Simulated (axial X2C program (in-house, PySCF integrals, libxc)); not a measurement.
# A two-component session on SiB: properties at the nuclei

Wanted for SiB: properties at the nuclei, at the two-component level.

Computed with an in-house X2C program for linear molecules on PySCF integrals. Level: two-component X2C with atomic mean-field terms, Si dyall-v3z, B dyall-v3z.

All values are calculated.

## 1. Input

Input file task.json:

```json
{"zs": [14, 5], "q": 0, "bas": ["dyall-v3z", "dyall-v3z"], "r0": 2.01, "levels": ["PBE0", "HF", "TPSSh", "PBE50", "PBE"], "nst": 3}
```

Keys: zs atomic numbers; q charge; bas basis sets; r0 starting distance in Å; levels methods (HF also brings MP2); nst determinants followed.

On the command line:

```
python soeom.py task.json out
```

Nuclei are Gaussian, cores are contracted, and the Gaunt term is on.

## 2. Expectation values, lowest determinant

R = 1.912 Å. State: Ω = 3/2 (excess of +ω over −ω: ω = 3/2).

Output of the PBE0 run:

```text
two-component X2C + atomic mean field  PBE0
basis functions 88  fitting functions 564  grid points 4357
iter        total energy     max residual
   1       -314.586422204     1.43e-05
   2       -314.586422218     8.55e-06
   3       -314.586422223     6.66e-06
   4       -314.586422225     2.82e-06
   5       -314.586422226     6.40e-07
converged
one-electron -472.70136635  Coulomb 163.50477983  exact exchange -6.04448869  xc functional -18.68129093  nuclear repulsion 19.37364266  atomic mean-field constant -0.03769873
```

The highest occupied spinor is 49% B p, 32% Si p, 10% Si s.

| level | Eeff magnitude (GV/cm) | Ws magnitude Si (kHz) | A∥/gI Si (MHz) | qzz Si (a.u.) | A∥/gI B (MHz) | qzz B (a.u.) | μ (D) |
| --- | --- | --- | --- | --- | --- | --- | --- |
| PBE0 | 0.0265 | 0.00518 | -48.3 | -1.31 | 63.5 | -0.28 | -0.50 |
| HF | 0.0478 | 0.0101 | -29 | -1.60 | 89 | -0.33 | -0.07 |
| TPSSh | 0.0246 | 0.00483 | -18.1 | -1.29 | 69.6 | -0.28 | -0.43 |
| PBE50 | 0.0328 | 0.00664 | -46.3 | -1.36 | 66.4 | -0.29 | -0.37 |
| PBE | 0.0194 | 0.00351 | -47.4 | -1.27 | 60.7 | -0.27 | -0.64 |

Eeff is the effective electric field on the electron dipole moment in this Ω state and Ws the scalar–pseudoscalar constant (defined with the proton number Z and per Ω); A∥ is the parallel hyperfine constant, which follows by multiplying with the nuclear g factor gI = μI/(I μN); qzz is the electric field gradient, eQq0 = 234.96 MHz × Q/barn × qzz; μ is positive if B is the positive end. The operators were transformed with the bare-nucleus X2C matrices.

## 3. Expectation values, a higher determinant

R = 1.912 Å. State: Ω = 1/2 (excess of +ω over −ω: 2 × ω = -1/2, ω = 3/2), 0.32 eV above the lowest in the PBE0 search for states (made at or near this distance, with looser thresholds).

Output of the PBE0 run:

```text
two-component X2C + atomic mean field  PBE0
basis functions 88  fitting functions 564  grid points 4357
iter        total energy     max residual
   1       -314.574748304     5.05e-06
   2       -314.574748306     3.62e-06
converged
one-electron -472.65234242  Coulomb 163.45556359  exact exchange -6.04070711  xc functional -18.67320629  nuclear repulsion 19.37364266  atomic mean-field constant -0.03769873
```

The highest occupied spinor is 49% B p, 32% Si p, 9% Si s.

| level | Eeff magnitude (GV/cm) | Ws magnitude Si (kHz) | A∥/gI Si (MHz) | qzz Si (a.u.) | A∥/gI B (MHz) | qzz B (a.u.) | μ (D) |
| --- | --- | --- | --- | --- | --- | --- | --- |
| PBE0 | 0.00344 | 0.00758 | -130 | -1.09 | -209 | -0.31 | -0.59 |
| HF | 0.00124 | 0.00629 | -37.9 | -1.07 | -231 | -0.39 | 0.12 |
| TPSSh | 0.0089 | 0.0119 | -70.4 | -1.05 | -211 | -0.32 | -0.60 |
| PBE50 | 0.000701 | 0.00556 | -104 | -1.08 | -212 | -0.33 | -0.42 |
| PBE | 0.00697 | 0.0102 | -163 | -1.09 | -208 | -0.30 | -0.76 |

## 4. Expectation values, a higher determinant

R = 1.912 Å. State: Ω = 1/2 (excess of +ω over −ω: ω = 1/2), 0.87 eV above the lowest in the PBE0 search for states (made at or near this distance, with looser thresholds).

Output of the PBE0 run:

```text
two-component X2C + atomic mean field  PBE0
basis functions 88  fitting functions 564  grid points 4357
iter        total energy     max residual
   1       -314.554377597     4.71e-05
   2       -314.554377561     9.20e-05
   3       -314.554377653     9.95e-06
   4       -314.554377663     3.22e-06
   5       -314.554377664     9.83e-07
converged
one-electron -472.62321723  Coulomb 163.41917310  exact exchange -6.03285688  xc functional -18.65342058  nuclear repulsion 19.37364266  atomic mean-field constant -0.03769873
```

The highest occupied spinor is 56% Si p, 39% B p, 3% B d.

| level | Eeff magnitude (GV/cm) | Ws magnitude Si (kHz) | A∥/gI Si (MHz) | qzz Si (a.u.) | A∥/gI B (MHz) | qzz B (a.u.) | μ (D) |
| --- | --- | --- | --- | --- | --- | --- | --- |
| PBE0 | 0.0102 | 0.00289 | 43 | -1.19 | 189 | -0.30 | -0.52 |
| HF | 0.0201 | 0.00933 | 244 | -1.49 | 230 | -0.33 | 0.07 |
| TPSSh | 0.00556 | 0.000599 | 42.3 | -1.14 | 197 | -0.30 | -0.48 |
| PBE50 | 0.0156 | 0.00675 | 59.8 | -1.24 | 191 | -0.31 | -0.37 |
| PBE | 0.00422 | 0.00144 | 44.5 | -1.16 | 187 | -0.29 | -0.67 |

## 5. Outcome

| quantity | value |
| --- | --- |
| lowest determinant | Ω = 3/2 (excess of +ω over −ω: ω = 3/2) |
| Eeff magnitude (GV/cm), PBE0 | 0.0265 |
| Ws magnitude Si (kHz), PBE0 | 0.00518 |
| A∥/gI Si (MHz), PBE0 | -48.3 |
| qzz Si (a.u.), PBE0 | -1.31 |
| higher determinant | Ω = 1/2 (excess of +ω over −ω: 2 × ω = -1/2, ω = 3/2) |
| Eeff magnitude (GV/cm), PBE0, higher determinant | 0.00344 |
| Ws magnitude Si (kHz), PBE0, higher determinant | 0.00758 |
| A∥/gI Si (MHz), PBE0, higher determinant | -130 |
| qzz Si (a.u.), PBE0, higher determinant | -1.09 |
| higher determinant | Ω = 1/2 (excess of +ω over −ω: ω = 1/2) |
| Eeff magnitude (GV/cm), PBE0, higher determinant | 0.0102 |
| Ws magnitude Si (kHz), PBE0, higher determinant | 0.00289 |
| A∥/gI Si (MHz), PBE0, higher determinant | 43 |
| qzz Si (a.u.), PBE0, higher determinant | -1.19 |

In the first state, the effective field runs from 0.0194 to 0.0478 GV/cm over the mean-field levels, so the levels don't agree on it. The expectation values come from single determinants, which for open shells can mix terms of unlike spin or miss the lowest Ω, so a determinant need not be a state. Eeff is the effective electric field on the electron dipole moment in this Ω state and Ws the scalar–pseudoscalar constant (defined with the proton number Z and per Ω); A∥ is the parallel hyperfine constant, which follows by multiplying with the nuclear g factor gI = μI/(I μN); qzz is the electric field gradient, eQq0 = 234.96 MHz × Q/barn × qzz; μ is positive if B is the positive end. The operators were transformed with the bare-nucleus X2C matrices.
